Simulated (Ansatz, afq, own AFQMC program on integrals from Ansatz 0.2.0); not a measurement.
# BC⁺, triplet: AFQMC among the cluster methods

```xyz
2

B     0.0000    0.0000    0.0000
C     0.0000    0.0000    1.4889
```

Basis aug-cc-pVDZ. Only valence electrons are correlated. Ansatz 0.2.0 and our own AFQMC program on the same integrals; the CISD trial comes from CCSD amplitudes, and released means the phaseless constraint is let go. Uncertainties: one standard error, sampling alone.

Determinant: ROHF, the one that the program's search chose, which needn't be the lowest solution. The geometry is a PBE0/def2-TZVP stationary point of this or a neighbouring charge and spin state.

Full CI is exact in this basis; its frozen core comes from its own orbitals, which moves totals by up to a few meV.

Cautions: lower spins were not checked; higher spins were not checked; a spin-contaminated unrestricted determinant lies lower (UHF 2.60 eV lower, ⟨S²⟩ 2.94); the search met a lower determinant of the same kind, perhaps of another symmetry (1.01 eV lower), and this one is a saddle point; strong correlation (T1 0.111, weight of the determinant 0.72, largest double 0.29); (T) is large, 8 % of the CCSD correlation; the CCSD(T) amplitudes may be one of several solutions (largest double 0.29); the CCSDT(Q) amplitudes may be one of several solutions (largest double 0.37); the released energies have errors that jump between times, so the bars are unsure, so no released level is given (meV from the phaseless value at times in 1/Eh: 100 ± 116 at 0.24, -37 ± 5 at 0.51, -68 ± 3 at 0.99, -97 ± 5 at 1.62, -110 ± 5 at 2.40); full CI with its own frozen core.

The T1 diagnostic is 0.1113, the weight of the determinant in the CISD state is 0.723 and the size of the correlated space is 6 electrons in 44 orbitals.

```csv
level,correlation energy (eV)
MP2,-4.4008
CCSD,-5.4190
CCSD(T),-5.8377
```

Problem. Estimate where full CI lies against CCSD(T) in the same basis.

Solution. 1.49 kcal/mol below CCSD(T).

Reference: full CI, correlation energy -5.902 eV. The cautions show a poor starting determinant, so the rows tell how each method copes with it here, and full CI is the sure value.

```
        level  E − E(reference) (kcal/mol)  share of correlation (%)
      CCSD(T)                         1.49                     98.91
        CCSDT                         1.11                     99.18
     CCSDT(Q)                         0.13                     99.91
ph-AFQMC/CISD                  3.13 ± 0.16                     97.70
```

CCSDT and higher add their correlation energy to the determinant of the CCSD(T) run, since their own runs factorise the integrals more tightly (a shift of under 2 meV). A walk keeps the symmetry of its determinant, which the program's search chose and which needn't be the lowest solution, so a lower state of the same spin and another symmetry isn't excluded.
